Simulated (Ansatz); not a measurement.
System: SiH3 (charge -1, singlet). Whether it binds its extra electron was not tested at this geometry. 
Coordinates optimised at B3LYP-D3(BJ)/def2-TZVP (Ansatz, a program for electronic structure):
```
Si
H 1 1.5441
H 1 1.5441 2 94.12
H 1 1.5441 2 94.12 3 -94.44
```
Charge -1, spin multiplicity 1.

Basis-set convergence of Hartree-Fock and CCSD correlation energies (hartree) with Ansatz. Correlated levels leave the core frozen unless marked. Spin-orbit coupling is left out. No relativistic terms. This anion needs diffuse functions, which these sets lack.

```json
[
 {"basis": "def2-SVP", "functions": "33", "E(HF)": "-290.53309", "E(corr, CCSD)": "-0.14561"},
 {"basis": "def2-TZVPP", "functions": "84", "E(HF)": "-290.63912", "E(corr, CCSD)": "-0.18064"},
 {"basis": "def2-QZVPP", "functions": "160", "E(HF)": "…", "E(corr, CCSD)": "…"}
]
```

Problem. Fill in the missing entries.

Solution. 
- def2-QZVPP, E(HF): -290.65046
- def2-QZVPP, E(corr, CCSD): -0.18876
